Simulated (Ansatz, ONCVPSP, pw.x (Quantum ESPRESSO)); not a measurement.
C: does the ONCV potential hold in the solid?

```json
{"Element": "C (Z = 6)", "Generator": "ONCVPSP 4.0.1.1 (patched build)", "Type": "optimised norm-conserving Vanderbilt (ONCV)", "Functional": "PBE", "Relativity": "scalar-relativistic", "Frozen core": "[He]", "Valence charge": "4", "Reference configuration": "2s2 2p2", "Partial waves": "2s: rc 0.95 bohr, ncon 4, nbas 9, qcut 8.2 1/bohr, 2 projectors, debl 2.8 Ha; 2p: rc 3.05 bohr, ncon 5, nbas 8, qcut 4.1 1/bohr, 3 projectors, debl 0.3 Ha", "Local potential": "polynomial inside 0.75 bohr (lpopt 5, dvloc0 1 Ha)", "Core correction": "Teter function, fcfact 3.75, rcfact 1.45"}
```

Atomic tests: cutoffs needed: 21 Ha and 27 Ha (the cutoffs (Ha) at which the residual kinetic energy of the hardest occupied pseudo-wave falls to 1 and 0.1 mHa per electron); ghost test: no bound ghost flagged; no localised positive-energy state flagged; largest excitation error: +2408 meV (all-electron minus pseudo) for 2s1 2p0, out of 4 test configurations.

Crystal test: diamond C in pw.x 7.5, no spin, 13³ k-points, Fermi–Dirac smearing 0.01 Ry, cutoffs 65/260 Ry. The reference is all-electron LAPW (Ansatz 0.2.0) with the same functional, mesh and smearing; V0 and B0 come from Birch–Murnaghan fits to the pressures at five volumes. Errors are pseudo minus all-electron; Δ is the rms difference of the E(V) curves that follow from these fits, minima aligned, over ±6 % about the mean V0. Mesh and smearing are coarse, so the numbers serve the comparison and aren't converged zero-temperature values; the lattice is a test structure that the element need not adopt.

```tsv
V (Å³/atom)	P all-electron (GPa)	P pseudo (GPa)
5.386	26.82	-191.56
5.527	13.67	-191.47
5.669	1.97	-190.64
5.811	-8.43	-189.21
5.952	-17.68	-187.29
```

All-electron: a0 = 3.572 Å (V0 = 5.69 Å³/atom), B0 = 433.5 GPa.

Pseudopotential: converged, but broken (pressure over 100 GPa off). The pressure does not cross zero within the volumes sampled, so no fit is given. The largest radius (3.05 bohr) exceeds half the bond length (1.46 bohr), so the spheres overlap, which is one possible source of error among others. The pseudo pressure rises with volume over the whole range, a mechanical instability. A pressure error of this size marks a broken potential; the numbers have no physical meaning.

Q: At the middle volume, how do free energy and pressure move when the wave cutoff is lowered (ecutrho kept at four times it)?

A:

| cutoff (Ry) | shift of F (meV/atom) | shift of P (GPa) |
| --- | --- | --- |
| 29 | +256.3 | -16.14 |
| 39 | +68.8 | -5.74 |
| 52 | +9.3 | -0.81 |

The run at the middle volume (84 k-points, 8 iterations) took about 7.2 s on one core of a shared host (Neoverse-V2, 96 threads, 742 GiB, load 46).
